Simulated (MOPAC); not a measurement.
MOPAC input (PM7):

```
PM7 FORCE THERMO(298,298) PRECISE LET CHARGE=1 GEO-OK AUX(PRECISION=9) THREADS=1
C2H3

C     0.72160933 1   -0.08911054 1    0.03192844 1
C    -0.57967936 1    0.07157767 1   -0.02564638 1
H     1.77652583 1   -0.21939399 1    0.07860919 1
H    -1.13483257 1    0.98121700 1   -0.35205106 1
H    -1.36530160 1   -0.67244315 1    0.24141694 1
```

From the last part of the output:

```
     H    5   0.842129   2.886333   0.087280   0.453734   3.645453

          HEAT OF FORMATION =     257.869830 KCALS/MOLE

          ZERO POINT ENERGY      22.973 KCAL/MOL

           NORMAL COORDINATE ANALYSIS (Total motion = 1 Angstrom)

   Root No.       1         2         3         4         5         6         7         8

                 1 B2      1 B1      2 B1      1 A1      2 B2      3 B2      2 A1      3 A1

                 622.5     736.7     970.5    1014.4    1017.9    2467.4    2517.7    2607.9

           1   -0.0000   -0.0000    0.0000   -0.0262    0.0000    0.0000    0.0007   -0.0277
           2    0.0016    0.0001   -0.0000   -0.0000   -0.1001   -0.0038   -0.0000   -0.0000
           3    0.0000   -0.1186    0.0127    0.0000   -0.0001   -0.0000    0.0000    0.0000
           4    0.0000    0.0000   -0.0000   -0.0313   -0.0000    0.0000   -0.0319   -0.0269
           5   -0.0574   -0.0000    0.0000    0.0000    0.0682   -0.0541    0.0000    0.0000
           6   -0.0000    0.0593   -0.0882   -0.0000    0.0000   -0.0000    0.0000   -0.0000
           7   -0.0000    0.0000    0.0000   -0.0263   -0.0000    0.0000    0.5975    0.2107
           8    0.2930   -0.0004   -0.0001   -0.0000    0.5128   -0.0080    0.0000   -0.0000
           9    0.0002    0.7645    0.1339    0.0000    0.0003   -0.0000   -0.0000    0.0000
          10   -0.2651   -0.0000    0.0000    0.3556    0.1450    0.3104   -0.1131    0.2202
          11    0.1862    0.0000   -0.0002   -0.2888   -0.0665    0.3490   -0.1463    0.2940
          12    0.0001   -0.0288    0.3826   -0.0001   -0.0000    0.0002   -0.0001    0.0002
          13    0.2651   -0.0000    0.0000    0.3556   -0.1450   -0.3104   -0.1131    0.2203
          14    0.1862    0.0000   -0.0002    0.2888   -0.0665    0.3490    0.1463   -0.2940
          15    0.0001   -0.0288    0.3826    0.0001   -0.0000    0.0002    0.0001   -0.0002

   Root No.       9

                 4 A1

                4114.5

           1    0.3498
           2    0.0000
           3   -0.0000
           4   -0.3379
           5   -0.0000
           6    0.0000
           7   -0.1815
           8   -0.0000
           9    0.0000
          10    0.0201
          11    0.0622
          12    0.0000
          13    0.0201
          14   -0.0622
          15   -0.0000

           MASS-WEIGHTED COORDINATE ANALYSIS (NORMAL COORDINATES)

   Root No.       1         2         3         4         5         6         7         8

                 1 B2      1 B1      2 B1      1 A1      2 B2      3 B2      2 A1      3 A1

                 622.5     736.7     970.5    1014.4    1017.9    2467.4    2517.7    2607.9

           1   -0.0000   -0.0000    0.0000   -0.1362    0.0000    0.0000    0.0037   -0.1661
           2    0.0096    0.0002   -0.0000   -0.0000   -0.4943   -0.0190   -0.0000   -0.0000
           3    0.0000   -0.4591    0.0691    0.0000   -0.0003   -0.0000    0.0000    0.0000
           4    0.0000    0.0000   -0.0000   -0.1628   -0.0000    0.0000   -0.1662   -0.1613
           5   -0.3426   -0.0001    0.0002    0.0000    0.3369   -0.2721    0.0000    0.0000
           6   -0.0002    0.2296   -0.4782   -0.0000    0.0002   -0.0001    0.0000   -0.0000
           7   -0.0000    0.0000    0.0000   -0.0396   -0.0000    0.0000    0.9033    0.3656
           8    0.5061   -0.0004   -0.0001   -0.0000    0.7336   -0.0116    0.0000   -0.0000
           9    0.0003    0.8570    0.2103    0.0000    0.0004   -0.0000   -0.0000    0.0000
          10   -0.4580   -0.0000    0.0000    0.5360    0.2074    0.4521   -0.1710    0.3822
          11    0.3216    0.0000   -0.0003   -0.4352   -0.0951    0.5083   -0.2212    0.5102
          12    0.0002   -0.0323    0.6010   -0.0002   -0.0000    0.0003   -0.0001    0.0003
          13    0.4580   -0.0000    0.0000    0.5360   -0.2074   -0.4521   -0.1710    0.3822
          14    0.3216    0.0000   -0.0003    0.4352   -0.0951    0.5083    0.2212   -0.5102
          15    0.0002   -0.0322    0.6010    0.0002   -0.0000    0.0003    0.0001   -0.0003

   Root No.       9

                 4 A1

                4114.5

           1    0.7140
           2    0.0000
           3   -0.0000
           4   -0.6897
           5   -0.0000
           6    0.0000
           7   -0.1073
           8   -0.0000
           9    0.0000
          10    0.0119
          11    0.0368
          12    0.0000
          13    0.0119
          14   -0.0368
          15   -0.0000

          DESCRIPTION OF VIBRATIONS

 VIBRATION          1    1B2         ATOM PAIR     ENERGY CONTRIBUTION    RADIAL
 FREQUENCY           622.52         C 2 -- H 5         +35.9% ( 88.2%)      9.6%
 TRANSITION DIPOLE   1.0695         C 2 -- H 4         +35.9% ( 88.2%)      9.6%
 TRAVEL (Ang.)       0.5023         C 1 -- H 3         +19.6% ( 65.2%)      0.0%
 REDUCED MASS        0.4293         C 1 -- C 2          +8.7% ( 43.4%)      0.0%
 EFFECTIVE MASS      2.7308
 FORCE CONSTANT      0.0980

 VIBRATION          2    1B1         ATOM PAIR     ENERGY CONTRIBUTION    RADIAL
 FREQUENCY           736.70         C 1 -- H 3         +84.8% ( 96.5%)      0.0%
 TRANSITION DIPOLE   0.3915         C 1 -- C 2          +9.5% ( 32.2%)      0.0%
 TRAVEL (Ang.)       0.2871         C 2 -- H 4          +2.9% ( 17.8%)      0.0%
 REDUCED MASS        1.1107         C 2 -- H 5          +2.9% ( 17.8%)      0.0%
 EFFECTIVE MASS      2.9405
 FORCE CONSTANT      0.3552

 VIBRATION          3    2B1         ATOM PAIR     ENERGY CONTRIBUTION    RADIAL
 FREQUENCY           970.51         C 2 -- H 5         +44.9% ( 59.8%)      0.0%
 TRANSITION DIPOLE   1.3299         C 2 -- H 4         +44.9% ( 59.8%)      0.0%
 TRAVEL (Ang.)       0.2789         C 1 -- C 2          +8.3% ( 25.7%)      0.0%
 REDUCED MASS        0.8931         C 1 -- H 3          +1.9% ( 12.3%)      0.0%
 EFFECTIVE MASS      2.5608
 FORCE CONSTANT      0.4956

 VIBRATION          4    1A1         ATOM PAIR     ENERGY CONTRIBUTION    RADIAL
 FREQUENCY          1014.44         C 2 -- H 5         +42.7% ( 71.8%)      0.9%
 TRANSITION DIPOLE   0.9883         C 2 -- H 4         +42.7% ( 71.8%)      0.9%
 TRAVEL (Ang.)       0.3758         C 1 -- H 3         +12.5% ( 38.9%)    100.0%
 REDUCED MASS        0.4706         C 1 -- C 2          +2.1% ( 16.1%)    100.0%
 EFFECTIVE MASS      1.3876
 FORCE CONSTANT      0.2853

 VIBRATION          5    2B2         ATOM PAIR     ENERGY CONTRIBUTION    RADIAL
 FREQUENCY          1017.87         C 1 -- H 3         +64.9% ( 81.4%)      0.0%
 TRANSITION DIPOLE   0.5852         C 1 -- C 2         +17.0% ( 41.6%)      0.0%
 TRAVEL (Ang.)       0.2381         C 2 -- H 5          +9.0% ( 30.4%)     20.6%
 REDUCED MASS        1.1688         C 2 -- H 4          +9.0% ( 30.4%)     20.6%
 EFFECTIVE MASS      3.8254
 FORCE CONSTANT      0.7135

 VIBRATION          6    3B2         ATOM PAIR     ENERGY CONTRIBUTION    RADIAL
 FREQUENCY          2467.43         C 2 -- H 4         +49.7% ( 73.2%)     98.4%
 TRANSITION DIPOLE   1.8739         C 2 -- H 5         +49.7% ( 73.2%)     98.4%
 TRAVEL (Ang.)       0.2344         C 1 -- C 2          +0.7% (  8.5%)      0.0%
 REDUCED MASS        0.4975
 EFFECTIVE MASS      1.4196
 FORCE CONSTANT      1.7845

 VIBRATION          7    2A1         ATOM PAIR     ENERGY CONTRIBUTION    RADIAL
 FREQUENCY          2517.69         C 1 -- H 3         +77.2% ( 89.8%)    100.0%
```

The dipole moment of an ion depends on the origin.
